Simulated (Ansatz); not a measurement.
Elements on the sites of an ideal hcp lattice, at a guessed lattice constant:

```
CELL_PARAMETERS angstrom
2.83320 -4.90725 0.00000
2.83320 4.90725 0.00000
0.00000 0.00000 9.06624
ATOMIC_POSITIONS crystal
Nb 0.33333 0.66667 0.62500
Nb 0.16667 0.33333 0.87500
Nb 0.66667 0.83333 0.37500
Nb 0.66667 0.83333 0.87500
Nb 0.16667 0.83333 0.87500
Rh 0.33333 0.16667 0.12500
Rh 0.33333 0.16667 0.62500
Rh 0.83333 0.16667 0.12500
Rh 0.83333 0.16667 0.62500
Rh 0.33333 0.66667 0.12500
Rh 0.83333 0.66667 0.12500
Rh 0.83333 0.66667 0.62500
Rh 0.66667 0.33333 0.37500
Rh 0.66667 0.33333 0.87500
Ag 0.16667 0.33333 0.37500
Ag 0.16667 0.83333 0.37500
```

Cell and atoms were relaxed without symmetry on coarser meshes and computed once more. Theory: DFT r2SCAN, scalar-relativistic, plane waves, PAW (Ansatz 0.2.0).

Cutoff 500 eV; k points 7×7×4 on the computed 16-atom cell (Γ-centred); Gaussian smearing, width 0.10 eV; no spin polarisation.

The relaxation ran on 3×3×2 (shifted) k points with a smearing of 0.1 eV, from sites shaken by 0.02 Å.

**Question.** What does the relaxation give?

**Answer.** A volume of 15.43 Å³/atom and no gap on the mesh. It lies 0.15 eV/atom below the elements' standard states (static lattices, no corrections for gases). The atoms leave their sites by 0.13 Å (root mean square) and 0.32 Å at most, and the cell stretches by up to 1.3 % at fixed volume.

```
Nb Rh Ag
1.0
     2.84860   -4.86114   -0.03626
     2.77097    4.81632    0.01680
    -0.03113    0.04901    9.07987
Nb Rh Ag
5 9 2
Cartesian
  2.9803 1.5205 5.5884
  1.3182 0.8437 7.9906
  4.1642 0.6983 3.0948
  4.1719 0.8163 8.1358
  2.7468 3.2920 7.9817
  1.4220 -0.8147 1.0188
  1.4066 -0.7695 5.7844
  2.8695 -3.2107 1.1081
  2.7878 -3.1444 5.7493
  2.7533 1.6081 1.1432
  4.2276 -0.9073 1.0865
  4.1547 -0.7882 5.7476
  2.8330 -1.5421 3.3921
  2.7784 -1.5746 7.9235
  1.3241 0.8361 3.4419
  2.8123 3.2355 3.4262
```

The final mesh leaves forces up to 0.23 eV/Å and stresses up to 0.5 GPa: the relaxation ran on a coarser mesh, so the cell's shape, its bonds and its energy belong partly to that mesh.

Cost: 2 runs of about 58 core-minutes in all (earlier runs that led there not counted), on Arm Neoverse V1 (shared hosts).